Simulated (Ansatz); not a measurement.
C2H4N2O can be A, `NC1(O)C=N1`, or B, `N=CC(N)=O`.

Computed with Ansatz on PBE0-D4/def2-TZVP structures; ΔE is electronic, products minus reactants. CCSD(T)/CBS is the MP2 limit (def2-TZVPP, def2-QZVPP) plus CCSD(T) − MP2 in def2-TZVPP, frozen cores. DFT in def2-TZVPP. B3LYP here is the variant with VWN-RPA as its local correlation; programs differ in this. Each species was taken in one conformer, which may not be the lowest.

(1) Which isomer does CCSD(T)/CBS put lower? Give the gap. (Best estimate.)

(2) Give E(B) − E(A) in kcal/mol with MP2/def2-TZVPP, B3LYP-D4, HF/def2-TZVPP, CCSD(T)/def2-SVP, CCSD/def2-TZVPP, BLYP-D4, B2PLYP. (An estimate is asked.)

(3) Does the order hold for the free energy at 298.15 K (harmonic terms from PBE0-D4)? (Estimate.)

Largest T1 diagnostic: 0.015.

Results:

(1) Computed: B, by 46.9 kcal/mol.

(2) Computed: MP2/def2-TZVPP -46.0, B3LYP-D4 -52.4, HF/def2-TZVPP -54.0, CCSD(T)/def2-SVP -50.0, CCSD/def2-TZVPP -47.9, BLYP-D4 -53.5, B2PLYP -50.9. None reverses the order clearly.

(3) Computed: Yes: G(B) − G(A) = -46.2 kcal/mol, for one conformer each.

In def2-TZVPP, CCSD(T) changes the Hartree–Fock value by +6.3 kcal/mol (the triples alone add +0.2 kcal/mol) and MP2 by +8.1 kcal/mol. From r2SCAN to r2SCAN0 (25 % exact exchange), in def2-TZVPP and without D4, E(B) − E(A) moves by +1.3 kcal/mol.
